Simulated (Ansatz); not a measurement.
Reaction (SMILES): Cl[CH]Cl → [CH-](Cl)Cl (an electron is taken up)
B3LYP-D3(BJ)/def2-TZVP geometries, fixed; electronic energies without zero-point terms; positive where energy is released.

Effect of a fitting basis named in the input at HF/aug-cc-pV(T+d)Z with Ansatz (a quantum-chemistry and plane-wave program), against the last row, where the adiabatic electron affinity is 0.19 eV. Open shells are unrestricted. The default fits or decomposes integrals by the program's own choice; accuracy: high also tightens integrals, grids and stops.

```json
[
 {"setting": "fitting: def2-SV(P)-JKFIT", "largest shift of a total energy (mEh)": "0.134", "shift of the adiabatic electron affinity (eV)": "-0.001"},
 {"setting": "fitting: def2-universal-JKFIT", "largest shift of a total energy (mEh)": "0.134", "shift of the adiabatic electron affinity (eV)": "-0.001"},
 {"setting": "fitting: cc-pVTZ-JKFIT", "largest shift of a total energy (mEh)": "0.107", "shift of the adiabatic electron affinity (eV)": "0.001"},
 {"setting": "fitting: cc-pVQZ-JKFIT", "largest shift of a total energy (mEh)": "0.030", "shift of the adiabatic electron affinity (eV)": "0.001"},
 {"setting": "fitting: cc-pV5Z-JKFIT", "largest shift of a total energy (mEh)": "0.030", "shift of the adiabatic electron affinity (eV)": "0.001"},
 {"setting": "accuracy: high", "largest shift of a total energy (mEh)": "-0.028", "shift of the adiabatic electron affinity (eV)": "0.000"},
 {"setting": "accuracy: medium (default)", "largest shift of a total energy (mEh)": "0.000", "shift of the adiabatic electron affinity (eV)": "0.000"}
]
```

Within 0.002 eV in the adiabatic electron affinity: fitting: def2-SV(P)-JKFIT; fitting: def2-universal-JKFIT; fitting: cc-pVTZ-JKFIT; fitting: cc-pVQZ-JKFIT; fitting: cc-pV5Z-JKFIT; accuracy: high. The largest shift is 0.134 mEh in a total energy and 0.001 eV in the difference.
